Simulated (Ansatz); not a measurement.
**CH radical: up Jacob's ladder to CCSD(T)**

One table from this session's results is given with a row withheld; the runs are named, their logs left out.

Computed with Ansatz 0.2.0, Gaussian basis. Level: functionals in def2-TZVPP, the program's frozen cores in correlated methods.

Plan: LDA (SPW92), PBE-D4, revPBE-D4, BLYP-D4, r2SCAN-D4, B97M-V, PBE0-D4, B3LYP-D4, r2SCANh-D4, r2SCAN0-D4, HSE06-D4, BHLYP-D4, CAM-B3LYP-D4, LC-ωPBE, ωB97X-V, ωB97M-V, B2PLYP, PBE-QIDH; CCSD(T)/def2-SVP; CCSD(T)/def2-TZVPP; CCSD(T)/def2-QZVPP; extrapolation to the limit; RPA on PBE.

**The relaxed structure**

All runs share one geometry, relaxed beforehand with PBE0-D4 in a triple-zeta def2 set.

SMILES `[CH]`, 2 atoms, charge 0, spin multiplicity 2.

Atoms are counted from 1 here; the program's logs count them from 0.

Bond lengths: C1–H2 1.123 Å.

Geometry (Å):

```xyz
2
CH
C     0.0000    0.0000    0.1611
H     0.0000    0.0000   -0.9614
```

The first run:

in.yaml reads:

```yaml
crystal:
  periodic: [false, false, false]
  atoms:
    - {symbol: C, position_ang: [0.000000, -0.000000, 0.161066]}
    - {symbol: H, position_ang: [-0.000000, 0.000000, -0.961438]}
basis:
  gaussian: {orbitals: def2-TZVPP}
magnetization: {spin_polarized: true, initial_magnetization: 1}
hamiltonian: {xc: lda}
output: {orbitals: {seedname: orbitals}}
```

Run with:

```
ansatz run in.yaml --threads 2 --pin off --events-out ev --progress --plain --max-ram 20480MiB --backend cpu
```

Among the steps run: LDA; PBE-D4 (GGA); revPBE-D4 (GGA); BLYP-D4 (GGA); r2SCAN-D4 (meta-GGA); B97M-V (meta-GGA); B3LYP-D4 (hybrid); r2SCANh-D4 (hybrid); r2SCAN0-D4 (hybrid); HSE06-D4 (hybrid); BHLYP-D4 (hybrid); CAM-B3LYP-D4 (range-separated); LC-ωPBE (range-separated); ωB97X-V (range-separated); ωB97M-V (range-separated); B2PLYP (double hybrid); PBE-QIDH (double hybrid).

One of the session's tables, all rows but one given; the rest of the session is left out.

It belongs to the step «Orbital energies across the functionals». 

| functional | HOMO (eV) | LUMO (eV) | gap (eV) |
| --- | --- | --- | --- |
| LDA (SPW92) | -5.86 | -5.74 | 0.12 |
| PBE-D4 | -5.88 | -5.20 | 0.68 |
| revPBE-D4 | -5.85 | -5.05 | 0.80 |
| BLYP-D4 | -5.77 | -5.11 | 0.65 |
| r2SCAN-D4 | -6.31 | -4.38 | 1.93 |
| B97M-V | -6.10 | -4.83 | 1.28 |
| PBE0-D4 | -7.40 | -3.66 | 3.74 |
| B3LYP-D4 | -7.13 | -4.10 | 3.03 |
| r2SCANh-D4 | -6.87 | -3.86 | 3.01 |
| r2SCAN0-D4 | -7.72 | -3.10 | 4.61 |
| HSE06-D4 | ? | ? | ? |
| BHLYP-D4 | -8.85 | -2.23 | 6.62 |
| CAM-B3LYP-D4 | -8.90 | -2.49 | 6.41 |
| LC-ωPBE | -10.41 | -0.93 | 9.48 |
| ωB97X-V | -9.82 | -1.19 | 8.63 |
| ωB97M-V | -9.51 | -1.44 | 8.07 |

Estimate the missing values for HSE06-D4.

As computed: HOMO (eV): -6.98; LUMO (eV): -4.06; gap (eV): 2.92. In the column «HOMO (eV)» it lies between B3LYP-D4 (-7.13) and r2SCANh-D4 (-6.87).
